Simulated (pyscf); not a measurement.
Optimised with ωB97X-D3(BJ)/def2-SVP in PySCF. Correlated levels are frozen-core, on RHF or UHF. ΔMP2 is the change of the MP2 total energy from the triple- to the quadruple-zeta basis.

For the elementary gas-phase step H₃C–CH₂–CH₂–OH → H₂C=CH–CH₃ + H₂O (singlet surface; C–H, C–O broken, H–O formed), what barrier and reaction energy does CCSD(T)/def2-TZVPP + ΔMP2(QZVPP) give, measured from the reactant's lowest minimum found?

ΔE‡ = 72.4 kcal/mol, ΔE = +11.4 kcal/mol. Zero-point energy shifts the barrier by -5.4 kcal/mol. It is an elimination, with an imaginary mode of 1989i cm⁻¹. This is the saddle that the search found; another between the same sides may lie lower. The CCSD(T) − MP2 part came from Ansatz, without density fitting, on the same reference.
